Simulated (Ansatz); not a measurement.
# Ge–NH2, quartet in cc-pVDZ: errors against UCCSDT(Q)

Geometry: displaced at random from a stationary point.

| atom | x (Å) | y (Å) | z (Å) |
| --- | --- | --- | --- |
| Ge | 0.0271 | -0.0001 | 0.4298 |
| N | -0.1378 | 0.0082 | -1.8739 |
| H | -0.0611 | 0.8067 | -2.4760 |
| H | 0.0220 | -0.9103 | -2.4578 |

Basis cc-pVDZ; Ansatz 0.2.0. Only valence electrons are correlated (noble-gas cores and the filled d shells of p-block atoms frozen), which leaves 11 electrons in 36 orbitals. R marks a restricted (for open shells ROHF) determinant, U an unrestricted one. Active spaces: valence = (11e, 10o) chosen from the atoms' valence shells. No spin–orbit coupling is included, and no scalar relativity.

Full CI isn't at hand for all of this; UCCSDT(Q) serves as the reference, and is uncertain by about the last step of the cluster series. The frozen core follows each run's orbitals, which can shift R against U totals by a few meV for light atoms and by up to 0.1 eV past Ca.

The UHF ⟨S²⟩ is 3.787, the T1 diagnostic (RCCSD) is 0.0185 and the largest doubles amplitude (RCCSD) is 0.047. The T1 diagnostic (UCCSD) is 0.0164.

```
   level  E − E(RHF) (eV)
     UHF          -0.2351
    UMP2          -5.4283
   UCCSD          -6.3429
UCCSD(T)          -6.4708
```

(1) Estimate how far UCCSDT(Q) in cc-pVDZ lies from UCCSD(T). The table doesn't fix it; the size of (T) and the diagnostics are the guide.

(1) UCCSDT(Q) in cc-pVDZ lies 3.1 kJ/mol below UCCSD(T), which is 25 % of the (T) step (-12.3 kJ/mol). The diagnostics give no warning, yet the rest is a sizeable part of (T).

The other levels:

| level | E − E(UCCSDT(Q)) (kJ/mol) | share of correlation (%) | wall time |
| --- | --- | --- | --- |
| UCCSDT | 0.9 | 99.85 | – |

The correlation energy at UCCSDT(Q), counted from RHF, is -6.503 eV. That run took 32 s on 1 thread of Intel Xeon Platinum 8259CL, shared host.

Run but not shown, since their state or frozen core can't be matched to the reference's or they repeat it: RHF, RMP2, CISD, RCCSD, RCCSD(T), BCCD(T), RCCSDT, RCCSDT(Q), CASSCF (valence space), NEVPT2 (valence space), MRCISD (valence space), MRCISD+Q (valence space).

Times hold each run's SCF and search for its determinant on a shared host, so for small cases they say little of a method's own cost; they ran on 1 thread of Intel Xeon Platinum 8259CL.

Natural occupations of CASSCF (valence space) about the gap: 1.983 1.975 1.969 1.001 1.000 0.999 0.030 0.024 0.019; effectively unpaired electrons, Σ n²(2−n)², 3.01.
